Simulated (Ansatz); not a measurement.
Consider the substitution at a C–C bond: `FC#CCCCl` + H–F → `FC#CF` + `CCCl`.

Program: Ansatz. Geometries: PBE0-D4/def2-TZVP. ΔE: electronic, gas phase. CCSD(T)/CBS is the MP2 limit (def2-TZVPP, def2-QZVPP) plus CCSD(T) − MP2 in def2-TZVPP, frozen cores. This one scheme is used for every species. DFT in def2-TZVPP. B3LYP here is the variant with VWN-RPA as its local correlation; programs differ in this. Each species was taken in one conformer, which may not be the lowest.

**Question.** Is it downhill or uphill in electronic energy at CCSD(T)/CBS, and by how much? (Best estimate.)

**Answer.** The calculation gave: Uphill: ΔE = +1.48 eV.

**Question.** What do these levels give: PBE-D4, r2SCAN-D4, B3LYP-D4, ωB97X-V, ωB97M-V, B2PLYP, PBE0, HF/def2-TZVPP, SCS-MP2/def2-TZVPP, HF/def2-QZVPP, SCS-MP2/def2-QZVPP, CCSD/CBS(def2)? (Best estimate.)

**Answer.** Ansatz gave: PBE-D4 1.27, r2SCAN-D4 1.32, B3LYP-D4 1.29, ωB97X-V 1.30, ωB97M-V 1.32, B2PLYP 1.35, PBE0 1.30, HF/def2-TZVPP 1.29, SCS-MP2/def2-TZVPP 1.48, HF/def2-QZVPP 1.28, SCS-MP2/def2-QZVPP 1.50, CCSD/CBS(def2) 1.47 eV.

Largest T1 diagnostic among the species: 0.013.

The D4 term adds +0.06 eV with B3LYP and +0.04 eV with PBE0; it sums over pairs of atoms, weighted by their polarisabilities, and B3LYP, whose exchange is more repulsive, gets the larger term. From PBE to PBE0 (25 % exact exchange), in def2-TZVPP and without D4, ΔE moves by +0.07 eV. In def2-TZVPP, CCSD(T) changes the Hartree–Fock value by +0.15 eV (the triples alone add +0.02 eV) and MP2 by +0.28 eV.
